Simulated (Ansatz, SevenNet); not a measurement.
# How well does each level of theory give the c axis length of 1T (CdI2-type) SnSe2?

Reference value: 6.14 Å (measured, temperature not stated, not corrected to a static lattice; as tabulated in Gonzalez and Oleynik (2016), arXiv:1609.04381).

| level (code) | value (Å) | difference (%) |
|---|---|---|
| SevenNet-0 | 7.625 | +24 |
| LDA (Ansatz) | 5.893 | -4.02 |
| PBE (Ansatz) | 6.964 | +13.4 |
| PBE+SOC (Ansatz) | 6.958 | +13.3 |
| PBE-D3(BJ) (Ansatz) | 6.008 | -2.15 |
| PBE-D4 (Ansatz) | 6.003 | -2.23 |
| r²SCAN+SOC (Ansatz) | 6.528 | +6.32 |
| HSE06 (Ansatz) | 6.898 | +12.3 |
| r²SCAN0 (Ansatz) | 6.558 | +6.81 |

Leaving aside SevenNet-0 (doubt noted below): The reference's temperature isn't stated, so close values are not ranked against it. Off by more than 1.75 %, or 2.45 % on the side where a correction would as a rule narrow the miss (bounds picked here): PBE (+13.4 %), PBE+SOC (+13.3 %), HSE06 (+12.3 %), r²SCAN0 (+6.81 %), r²SCAN+SOC (+6.32 %), LDA (-4.02 %).

The measured value isn't corrected to a static lattice, so vibrations enter the comparison.  SevenNet-0: the cell has another shape than the first-principles one, perhaps another minimum in the same group. SevenNet-0: the cell moved over 20 % in volume from its start. LDA: LDA has no dispersion term either, though it tends to give short spacings of layers, chains or molecules. PBE, PBE+SOC, r²SCAN+SOC: for a layered or molecular solid the relaxed cell lies over 5 % above the published volume, where the minimum can be shallow. PBE, PBE+SOC, r²SCAN+SOC, HSE06, r²SCAN0: the cell comes from a level without a dispersion term, which matters for the spacing of layers, chains or molecules. Cutoffs and k meshes differ between the levels. Ansatz's density-functional and Hartree–Fock values are scalar-relativistic unless marked +SOC, with PAW data made under PBE.

Machine-learned potentials (SevenNet-0) are trained on DFT data: a solid inside that data is no test of them.

Differences are worked out from the printed values.

Ansatz is a quantum-chemistry and plane-wave program.
